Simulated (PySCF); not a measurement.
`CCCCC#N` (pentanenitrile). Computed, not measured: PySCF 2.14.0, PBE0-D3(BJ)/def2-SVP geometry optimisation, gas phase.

```
atom  x, y, z in Å
C1    -2.1918    0.2615    0.3922
C2    -0.9288   -0.4131   -0.1177
C3     0.3437    0.2939    0.3262
C4     1.6055   -0.4010   -0.1891
C5     2.8358    0.2632    0.2227
N6     3.8012    0.8059    0.5587
H7    -2.2622    1.3008    0.0336
H8    -3.0952   -0.2685    0.0560
H9    -2.2127    0.2908    1.4932
H10   -0.9513   -0.4606   -1.2208
H11   -0.9012   -1.4619    0.2270
H12    0.3822    0.3441    1.4272
H13    0.3364    1.3384   -0.0274
H14    1.5954   -0.4492   -1.2910
H15    1.6432   -1.4443    0.1667
```

(1) What is the longest distance between nuclei?

(2) Work out the bond lengths C1–H9, C2–C3, C3–H12, C4–C5, C5≡N6 in bohr.

(3) Give the dihedral angles H11–C2–C3–C4, H8–C1–C2–H11, H9–C1–C2–C3.

(4) Where is the centre of mass (commonest isotopes), and what is the radius of gyration?

(5) How far apart are these pairs, which share no bond: C1···H15, C3···H7, C4···N6, C4···H9, C5···H15?

(6) Write the matrix of distances between heavy atoms (Å, lower triangle).

Results:

(1) N6···H8, 7.00 Å; the next longest distance is 6.11 Å.

(2) For C1–H9 the difference vector is (-0.0209, 0.0293, 1.1010) Å, of length 1.1016 Å. 1 bohr = 0.529177 Å. C1–H9 2.082; C2–C3 2.876; C3–H12 2.084; C4–C5 2.754; C5≡N6 2.187 bohr.

(3) H11–C2–C3–C4 57° (synclinal); H8–C1–C2–H11 -58° (synclinal); H9–C1–C2–C3 -60° (synclinal). Dihedral signs follow IUPAC: positive where, seen along the central bond, the front bond turns clockwise onto the rear one.

(4) Mass 83.073 u; centre at (0.815, 0.127, 0.196) Å; Rg = √(Σ m r²/M) = 2.213 Å. As Ia + Ib + Ic = 2 Σ m r², the three principal moments sum to 814.0 u·Å².

(5) C1···H15 4.203 Å (4 bonds apart); C3···H7 2.809 Å (3 bonds apart); C4···N6 2.615 Å (2 bonds apart); C4···H9 4.229 Å (4 bonds apart); C5···H15 2.084 Å (2 bonds apart).

(6) 
```
C1    0.000
C2    1.520  0.000
C3    2.537  1.522  0.000
C4    3.898  2.535  1.530  0.000
C5    5.030  3.840  2.494  1.458  0.000
N6    6.020  4.931  3.503  2.615  1.157  0.000
```

The point group is Cs within 0.08 Å; differences among equivalent distances and angles are scatter left by the optimiser. Stationary, but not proved a minimum. One conformer, not necessarily the lowest.
